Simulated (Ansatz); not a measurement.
**Structure relaxation of Re2W**

These are results of Ansatz 0.2.0, DFT PBE, scalar-relativistic, plane waves, PAW, not measurements.

The start is a database structure of Re2W, space group P6_3/mmc (No. 194).

The final relaxation ran on this input, with the default PAW datasets:

```yaml
crystal:
  lattice:
    - [5.135290175, 0.0, 0.0]
    - [-2.5676450875, 4.4472917474, 0.0]
    - [0.0, 0.0, 8.381436]
  atoms:
    - { symbol: Re, position: [0.0, 0.0, 0.0] }
    - { symbol: Re, position: [0.0, 0.0, 0.5] }
    - { symbol: Re, position: [0.172395, 0.34479, 0.75] }
    - { symbol: Re, position: [0.65521, 0.827605, 0.75] }
    - { symbol: Re, position: [0.172395, 0.827605, 0.75] }
    - { symbol: Re, position: [0.827605, 0.65521, 0.25] }
    - { symbol: Re, position: [0.34479, 0.172395, 0.25] }
    - { symbol: Re, position: [0.827605, 0.172395, 0.25] }
    - { symbol: W, position: [0.66666667, 0.33333333, 0.933351] }
    - { symbol: W, position: [0.33333333, 0.66666667, 0.066649] }
    - { symbol: W, position: [0.33333333, 0.66666667, 0.433351] }
    - { symbol: W, position: [0.66666667, 0.33333333, 0.566649] }
basis:
  ecutwfc: 420
kpoints:
  mp_grid: { grid: [12, 12, 6] }
hamiltonian:
  xc: pbe
scf:
  occupations: { method: gaussian, width: 0.1 }
output:
  forces: true
  stress: true
  eigenvalues: true
relax:
  adjacent_minimum: "off"
  f_tol: 0.01
  max_steps: 80
  cell: { stress_tol: 0.05 }
```

Launched as:

```bash
ansatz run input.yaml --threads 1 --pin off --max-ram 2560MiB --backend cpu --events-out ev --progress --plain --runs-dir out
```

The run took 9.1 min on 1 thread of Arm Neoverse V1, on a shared host, peak memory 1.2 GiB.

End of the output:

```
SCF converged after 8 iterations
Free energy (F): -128481.637418 eV
Harris-Foulkes:  -128481.637418 eV  (|F-HF|=2.91e-11)
Internal energy: -128481.584713 eV  (E = F + TS)
E sigma→0 (E₀):  -128481.611065 eV
Entropy (-TS):   -0.052705 eV (-4.392 meV/atom)
Fermi energy:    22.305578 eV
--- Per-component energies (eV) ---
  E_band       = -1141.861158
  E_kinetic    = 6124.004254
  E_local      = -9512.489333  (includes V_loc(G=0)·N_el)
  E_nonlocal   = 386.947875
  E_hartree    = 3446.338725
  E_xc         = -4297.123344
  E_vxc        = -3384.113548  (∫ρ·V_xc dr)
  E_paw        = -103521.618842  (= ΣΔE_a)
  E_vpaw       = -1648.886978  (= ΣTr[D̂ρ^β])
  E_aug_tail   = -0.000878  (compensation charges beyond the density's cutoff)
  E_ewald      = -21107.643170
  E_smearing   = -0.052705  (= −TS)
  E_closure    = 0.000000  (closes the sum)
  Σ components = -128481.637418   (vs F -128481.637418, Δ=0.00e0)
--- Forces (eV/Å), atoms counted from 1 ---
  atom   1  Re     0.00000000     0.00000000     0.00000000
  atom   2  Re     0.00000000     0.00000000     0.00000000
  atom   3  Re     0.00000000    -0.00071806     0.00000000
  atom   4  Re     0.00062186     0.00035903     0.00000000
  atom   5  Re    -0.00062186     0.00035903     0.00000000
  atom   6  Re     0.00000000     0.00071806     0.00000000
  atom   7  Re    -0.00062186    -0.00035903     0.00000000
  atom   8  Re     0.00062186    -0.00035903     0.00000000
  atom   9  W      0.00000000     0.00000000     0.00049947
  atom  10  W      0.00000000     0.00000000    -0.00049947
  atom  11  W      0.00000000     0.00000000     0.00049947
  atom  12  W      0.00000000     0.00000000    -0.00049947
  max |Σ_I F_I| component: 1.11e-17 eV/Å
--- Stress (GPa, compression-positive) ---
        0.003592       0.000000       0.000000
        0.000000       0.003592       0.000000
        0.000000       0.000000      -0.002990
  P = ⅓ Tr σ = 0.0014 GPa (0.014 kbar)
--- Relaxed structure (5 steps of the walk, 4 accepted, 1 SCFs on fresh bases) ---
  F+E_penalty+E_count = -128481.63741769 eV   max|allowed force component| = 7.181e-4 eV/Å   (the final SCF, on the basis selected at the relaxed cell)
  cell:  # Å, volume = 190.4440 Å³
    - [5.126513, 0.0, 0.000000]
    - [-2.563257, 4.439691, 0.000000]
    - [0.000000, 0.000000, 8.367440]
  atoms:
    - { symbol: Re, position: [0.000000, 0.000000, 0.000000] }
    - { symbol: Re, position: [0.000000, 0.000000, 0.5] }
    - { symbol: Re, position: [0.172132, 0.344264, 0.750000] }
    - { symbol: Re, position: [0.655736, 0.827868, 0.750000] }
    - { symbol: Re, position: [0.172132, 0.827868, 0.750000] }
    - { symbol: Re, position: [0.827868, 0.655736, 0.25] }
    - { symbol: Re, position: [0.344264, 0.172132, 0.25] }
    - { symbol: Re, position: [0.827868, 0.172132, 0.25] }
    - { symbol: W, position: [0.666667, 0.333333, 0.932671] }
    - { symbol: W, position: [0.333333, 0.666667, 0.067329] }
    - { symbol: W, position: [0.333333, 0.666667, 0.432671] }
    - { symbol: W, position: [0.666667, 0.333333, 0.567329] }
```

Total energies depend on the potentials used, so only differences within one code and one set of settings carry meaning.

The result has space group P6_3/mmc (No. 194). Around Re on Wyckoff site a (2 atoms of the primitive cell) lie 6 Re at 2.59 Å and 6 W at 3.01 Å; Re on Wyckoff site h (6 atoms of the primitive cell) is coordinated by 6 Re at 2.48–2.65 Å and 6 W at 2.98–3.02 Å; around W lie 12 Re at 2.98–3.02 Å and 4 W at 3.06–3.17 Å.

Against the elements it lies at 0.19 eV/atom. Formation energies are uncorrected and refer to the elements' standard structures at the same level.

For metals, differences of a few meV/atom aren't resolved. Spin–orbit coupling is left out.

A structure relaxed within its symmetry needn't be a true minimum.